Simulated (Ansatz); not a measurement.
System: hcp Mg. Method: LDA (PAW; Ansatz, a quantum-chemistry and plane-wave program).

Settings: plane-wave cutoff 520 eV, 18×18×8 k mesh (along the axes of the cell as run), Fermi–Dirac smearing 0.1 eV, perturbation theory, scalar-relativistic PAW data made under PBE.

Computed at the level's own relaxed cell.

Harmonic phonon frequencies (cm⁻¹; i marks an imaginary mode):

```json
[
 {"q point": "Γ", "frequencies": "___"},
 {"q point": "M", "frequencies": "127 138 190 207 231 243"},
 {"q point": "K", "frequencies": "174 174 194 201 201 233"},
 {"q point": "A", "frequencies": "___"},
 {"q point": "L", "frequencies": "___"},
 {"q point": "H", "frequencies": "141 141 214 214 237 237"}
]
```

**Question.** Fill in the missing entries.

**Answer.** 
- Γ, frequencies: 0 0 0 130 130 258
- A, frequencies: 97 97 97 97 185 185
- L, frequencies: 159 159 162 162 253 253

No imaginary mode appears at these points.
